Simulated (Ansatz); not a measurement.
**A rate constant, worked out**

An elementary step of SiNH$_{4}$Cl, closed shell (SiHCl ([SiH][Cl]) + NH₃ → SiNH₄Cl ([NH2][SiH2][Cl]); H–N broken or loosened, Si–H, Si–N formed or tightened). The start structure is the complex of the reactants, bound by 1.13 eV, and the electronic barrier above it is 1.735 eV by CCSD(T) at an estimated basis limit (MP2 extrapolated from triple and quadruple zeta, plus CCSD(T) − MP2 in triple zeta). Computed with Ansatz 0.2.0 (basis: def2-TZVPP and def2-QZVPP); correlated methods freeze the cores. Extrapolation: Hartree–Fock as exp(−7.88 √X), correlation as X^−2.97. Harmonic wavenumbers at PBE0-D4/def2-TZVP (Ansatz 0.2.0), in cm⁻¹:

Start: 141, 196, 410, 442, 584, 694, 768, 896, 1255, 1631, 1652, 1999, 3466, 3586, 3599.

Saddle: 1549i, 193, 325, 500, 580, 652, 748, 784, 889, 1217, 1551, 1862, 2172, 3462, 3623.

(1) Work out the transition-state-theory rate constant at 400 K from these numbers alone (harmonic vibrations; rotation, path degeneracy and anharmonicity left out), and the Wigner tunnelling factor. Use 1 cm⁻¹ = 1.2398 × 10⁻⁴ eV and k_B = 8.617 × 10⁻⁵ eV/K.

No T1 diagnostic of these runs exceeds 0.013. The restricted Hartree–Fock reference is unstable towards an unrestricted one at one or more of these structures.

## Answers

(1) Zero-point energies, half the sums: start 21319/2 cm⁻¹ = 1.3216 eV; saddle, real modes only, 18558/2 cm⁻¹ = 1.1504 eV.
Barrier with zero-point energy: 1.735 + 1.1504 − 1.3216 = 1.5638 eV.
k_BT = 0.03447 eV, so the barrier is 45.37 k_BT.
Vibrational partition functions from the zero-point level, ln q = −Σ ln(1 − exp(−hν/k_BT)): start 2.431, saddle 1.670.
k = (k_BT/h) exp(ln q‡ − ln q) exp(−E0/k_BT), with log₁₀(k_BT/h in s⁻¹) = 12.92: log₁₀ k = 12.92 + (-0.761 − 45.37)/2.3026 = -7.11, so k ≈ 8 × 10^(-8) s⁻¹.
Wigner factor: 1 + (hν‡/k_BT)²/24 = 1 + (5.57)²/24 = 2.29, too large for this simple formula to be trusted. A change of 1 kcal/mol (0.043 eV) in the barrier would change k by a factor of 3.5 at this temperature.

Losses and insertions of silylenes and their heavier kin drive the gas-phase chemistry of silicon and germanium vapour deposition.

Labels in which every atom is bracketed show which atoms are joined, not bond orders.

For scale, one of the runs: CCSD(T)/def2-TZVPP, 171 basis functions (an equivalent command: `ansatz run in.yaml --threads 2`). Time: 23 s of wall clock on 2 CPU threads; the host was shared. Peak host memory: 1.4 GiB.
